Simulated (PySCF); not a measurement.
## (2R,3S)-2,3-dimethylthiirane, C4H8S

Geometry:
```json
{"atom": "C1", "x (Å)": "1.555", "y (Å)": "0.401", "z (Å)": "0.249"}
{"atom": "C2", "x (Å)": "0.723", "y (Å)": "-0.656", "z (Å)": "-0.415"}
{"atom": "S3", "x (Å)": "-0.070", "y (Å)": "-0.290", "z (Å)": "-2.007"}
{"atom": "C4", "x (Å)": "-0.759", "y (Å)": "-0.649", "z (Å)": "-0.366"}
{"atom": "C5", "x (Å)": "-1.533", "y (Å)": "0.414", "z (Å)": "0.357"}
{"atom": "H6", "x (Å)": "2.548", "y (Å)": "0.444", "z (Å)": "-0.201"}
{"atom": "H7", "x (Å)": "1.103", "y (Å)": "1.388", "z (Å)": "0.154"}
{"atom": "H8", "x (Å)": "1.676", "y (Å)": "0.173", "z (Å)": "1.313"}
{"atom": "H9", "x (Å)": "1.172", "y (Å)": "-1.646", "z (Å)": "-0.401"}
{"atom": "H10", "x (Å)": "-1.216", "y (Å)": "-1.634", "z (Å)": "-0.323"}
{"atom": "H11", "x (Å)": "-2.566", "y (Å)": "0.437", "z (Å)": "0.007"}
{"atom": "H12", "x (Å)": "-1.105", "y (Å)": "1.403", "z (Å)": "0.199"}
{"atom": "H13", "x (Å)": "-1.547", "y (Å)": "0.205", "z (Å)": "1.432"}
```

Method: PySCF 2.14.0, quadratic response CAM-B3LYP/def2-TZVPD first hyperpolarisability, Taylor convention, gas phase. Geometry: PBE0-D3(BJ)/def2-TZVP.

Give the tensor of the second harmonic β(−2ω;ω,ω) at 1907 nm in the axes of these coordinates.

In au, Taylor convention; rows are the first index (the induced dipole):
|  | xx | yy | zz | xy | xz | yz |
| --- | --- | --- | --- | --- | --- | --- |
| x | +2.1 | +1.8 | +1.7 | -13.9 | +14.9 | +2.4 |
| y | -14.0 | -43.8 | +40.2 | +1.8 | +2.3 | +56.0 |
| z | +15.1 | +55.9 | +88.7 | +2.4 | +1.7 | +41.1 |

Norm of βᵢ = ⅓ Σⱼ (βᵢⱼⱼ + βⱼᵢⱼ + βⱼⱼᵢ): 160.7 au, hyper-Rayleigh value 66.3 au.
